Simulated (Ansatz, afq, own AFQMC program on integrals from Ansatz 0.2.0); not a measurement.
Where AFQMC and coupled cluster stand for Si, triplet

A free Si atom.

Basis def2-TZVP. Only valence electrons are correlated. Ansatz 0.2.0 and our own AFQMC program on the same integrals; the CISD trial comes from CCSD amplitudes, and released means the phaseless constraint is let go. Uncertainties: one standard error, sampling alone.

Determinant: UHF, the one that the program's search chose, which needn't be the lowest solution.

Full CI on the same integrals is exact in this basis and with this determinant's frozen core.

The T1 diagnostic is 0.0116. The weight of the determinant in the CISD state is 0.931, the ⟨S²⟩ of the determinant is 2.015 and the size of the correlated space is 4 electrons in 32 orbitals.

Reference: full CI, correlation energy -2.090 eV. The released energy is read at 1.50 1/Eh (meV from the phaseless value at times in 1/Eh: -0.1 ± 0.7 at 0.24, -1.4 ± 0.6 at 0.50, -1 ± 3 at 1.00, -4.7 ± 0.5 at 1.50).

| level | E − E(reference) (mEh) | share of correlation (%) |
| --- | --- | --- |
| HF | 76.79 | 0.00 |
| MP2 | 21.88 | 71.51 |
| CCSD | 3.26 | 95.75 |
| CCSD(T) | 0.84 | 98.90 |
| CCSDT | 0.08 | 99.90 |
| CCSDT(Q) | 0.02 | 99.98 |
| ph-AFQMC/HF | 3.46 ± 0.35 | 95.49 |
| ph-AFQMC/CISD | 0.24 ± 0.05 | 99.68 |
| released AFQMC | 0.07 ± 0.02 | 99.91 |

CCSDT and higher add their correlation energy to the determinant of the CCSD(T) run, since their own runs factorise the integrals more tightly (a shift of under 2 meV). A walk keeps the symmetry of its determinant, which the program's search chose and which needn't be the lowest solution, so a lower state of the same spin and another symmetry isn't excluded. Released energies are given only where the last usable release times agree within the noise; a slower fall can still hide under it.
